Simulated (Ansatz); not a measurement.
`FCC(Cl)CF`. Charge 0, multiplicity 1.

```xyz
11

F    -1.034    1.418   -1.663
C    -0.160    0.478   -1.179
C    -0.353    0.293    0.307
Cl    0.082    1.785    1.178
C     0.463   -0.870    0.820
F     0.148   -1.138    2.128
H    -0.363   -0.468   -1.694
H     0.859    0.805   -1.404
H    -1.410    0.115    0.517
H     0.236   -1.764    0.228
H     1.533   -0.654    0.760
```

Task: What are the harmonic wavenumbers in cm⁻¹ at PBE0-D4/def2-TZVP (Ansatz, finite differences of forces, unscaled)? (An estimate is asked.)

Result: Ansatz gave: 97, 108, 189, 240, 372, 419, 536, 668, 928, 1063, 1065, 1116, 1127, 1141, 1253, 1258, 1289, 1338, 1427, 1432, 1488, 1497, 3040, 3050, 3097, 3100, 3121.

Task: Is this a minimum?

Result: Yes, all 27 modes are real.

Task: Give the ideal-gas thermochemistry at 298.15 K and 1 bar (rigid rotor, harmonic oscillator; point group Cs, symmetry number 1).

Result: Zero-point energy 212.1 kJ/mol; H(298) − E = 231.8 kJ/mol; entropy 344.5 J/(mol·K), of which translation 168.0, rotation 116.5, vibration 60.0; G(298) − E = 129.1 kJ/mol. Modes under 100 cm⁻¹ are hindered rotations or soft bends, so the harmonic entropy is rough.
